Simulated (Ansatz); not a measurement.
## Antifluorite Mg₂Ge

Calculation: PBE-D3(BJ) in Ansatz (PAW).

Numerical settings: plane-wave cutoff 500 eV, 12×12×12 k mesh, Fermi–Dirac smearing 0.05 eV, scalar-relativistic PAW data made under PBE.

Cell: relaxed at this level.

```
Quantity                                                                 Result
---------------------------  --------------------------------------------------
equilibrium volume per atom                                       21.08 Å³/atom
lattice constant a                                                      6.325 Å
band gap                     0.13 eV (under three smearing widths, so not firm)
```

Measured, for comparison: band gap 0.74 eV (temperature not stated, no zero-point or thermal correction, indirect, Γ–X; as tabulated in Ryu et al. (2019), arXiv:1905.06140); equilibrium volume per atom 21.69 Å³/atom, lattice constant a 6.385 Å (temperature not stated, no zero-point or thermal correction; as tabulated in Grosch, Range, J. Alloys Compd. 235, 250 (1996)). Computed (rounded) less measured: equilibrium volume per atom -2.8 %, lattice constant a -0.9 %. A static lattice is as a rule a little smaller and stiffer than an uncorrected measurement, which narrows the difference in the lattice constant a and would widen misses of the other sign.

Spin–orbit coupling is not included.

Static lattice: no zero-point or thermal effects.

Ansatz is a first-principles code.
